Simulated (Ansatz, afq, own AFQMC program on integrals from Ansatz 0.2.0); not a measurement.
Integrals from Ansatz 0.2.0, then the random walk in our own AFQMC program (afq).

```yaml
crystal:
  periodic: [false, false, false]
  atoms:
    - {symbol: Al, position_ang: [0.000000, 0.000000, 0.000000]}
basis:
  gaussian: {orbitals: aug-cc-pVDZ}
magnetization: {spin_polarized: true, initial_magnetization: 3}
correlation: {method: ccsd_t, electrons: outside_noble_gas, hamiltonian_folder: ham}
```

```sh
$ ansatz run in.yaml --threads 1 --pin off --events-out ev --progress --plain --max-ram 16896MiB --backend cuda --devices 0, --max-vram 18GiB
```

afq runs on the folder ham with

```
--method phaseless --trial mp1 --walkers 160 --populations 1 --least-time 40 --time-step 0.02 --steps-per-block 50 --equilibration-blocks 10 --max-blocks 12 --target-error 0.00042 --factor-cut 1e-05 --start determinant --seed 3918 --taylor-order 4
```

Times are imaginary, in 1/Eh. The walk had a cap of 60 s.

```
orbitals 22  electrons 3 0  factors 119 of 143
reference energy -241.78530283 Eh
CCSD correlation -0.01222081 Eh in 8 cycles, weight of the determinant in the CISD state 0.9821
energy of the start -241.792786 Eh
 block  time / (1/Eh)  mean weight  energy / Eh
     1     1.000  0.9991  -241.795164
     2     2.000  0.9999  -241.796375
     3     3.000  1.0003  -241.796382
     4     4.000  0.9997  -241.797385
     5     5.000  1.0018  -241.796187
     6     6.000  1.0009  -241.797318
     7     7.000  0.9999  -241.796647
     8     8.000  0.9995  -241.796616
     9     9.000  0.9994  -241.797130
    10    10.000  0.9995  -241.796714
    11    11.000  0.9987  -241.797492
    12    12.000  1.0005  -241.797932
    13    13.000  1.0007  -241.797055
    14    14.000  0.9982  -241.797714
    15    15.000  1.0004  -241.797022
    16    16.000  1.0015  -241.797358
    17    17.000  1.0011  -241.797425
    18    18.000  1.0020  -241.797123
    19    19.000  0.9998  -241.797248
    20    20.000  1.0015  -241.797157
    21    21.000  1.0016  -241.796410
    22    22.000  1.0004  -241.796274
no energy: too few blocks
```

The run failed at least one of its tests; the cautions name the faults.

A setting was made bad on purpose (too few blocks), but the run ended before it gave an energy.

Cautions: another spin lies lower (by 3.42 eV); the time-step error isn't removed.

A walk keeps the symmetry of its determinant, which the program's search chose and which needn't be the lowest solution, so a lower state of the same spin and another symmetry isn't excluded.
